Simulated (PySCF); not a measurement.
Compound: C6H6.
Structure used (GFN2-xTB), in Å, numbered top down from 1:
```
atom  x, y, z in Å
C1     2.5203    0.2703   -0.7409
C2     1.3690   -0.0476   -0.6562
C3    -0.0181   -0.4153   -0.5187
C4    -0.4231   -0.9899    0.8228
C5    -1.2619    0.0010    1.1013
C6    -0.9983    0.7503   -0.1743
H7     3.5296    0.5420   -0.8294
H8    -0.3311   -1.0155   -1.3777
H9    -0.1063   -1.8841    1.3268
H10   -1.9160    0.2217    1.9252
H11   -1.8466    0.8471   -0.8511
H12   -0.5163    1.7193   -0.0539
```

Method used: PySCF 2.14.0, density-fitted response routines, TDDFT CAM-B3LYP/def2-SVPD, vertical, gas phase, core orbitals frozen in the response.

Transition dipole moments from the ground state, in atomic units and in the frame of the coordinates above (overall signs are arbitrary), for the states with f of 0.002 or more among the lowest 8:

| state | E (hartree) | μx | μy | μz |
| --- | --- | --- | --- | --- |
| S2 | 0.2456 | 0.308 | -0.131 | -0.181 |
| S3 | 0.2484 | -0.120 | 0.053 | 0.069 |
| S4 | 0.2637 | 0.509 | -0.269 | -0.210 |
| S5 | 0.2655 | -0.059 | 0.192 | -0.057 |
| S6 | 0.2700 | 0.055 | -0.441 | 0.057 |
| S7 | 0.2761 | 0.675 | -0.700 | -0.129 |
| S8 | 0.2810 | -0.148 | 0.051 | -0.427 |

Task: Work out the oscillator strengths.

Result: f = (2/3) ΔE |μ|² with ΔE in hartree (27.2114 eV).

```
state  |μ|² (au)  |μ| (D)      f
   S2      0.145     0.97  0.024
   S3      0.022     0.38  0.004
   S4      0.376     1.56  0.066
   S5      0.044     0.53  0.008
   S6      0.200     1.14  0.036
   S7      0.963     2.49  0.177
   S8      0.207     1.16  0.039
```

Task: Which bond between heavy atoms lies closest to the direction of the S7 transition dipole?

Result: C4–C5 and C3–C6, at 6° from it; next C2–C3 and C1–C2 at 61°.

Task: What angle do the transition dipoles of S2 and S6 make?

Result: |cos θ| = |μa·μb| / (|μa| |μb|) = 0.38, so θ ≈ 68° (taken between 0 and 90°, since the signs are arbitrary).

Task: What peak molar absorption coefficient would the strongest computed level give as a lone Gaussian band 0.3 eV wide at half height?

Result: ε(max) = 2.175×10⁸ f / FWHM, with the width in cm⁻¹. S7: 2.175×10⁸ × 0.1772 / 2420 ≈ 16000 L mol⁻¹ cm⁻¹.

The run took 24 s on Arm Neoverse V1, one thread, on a shared host.
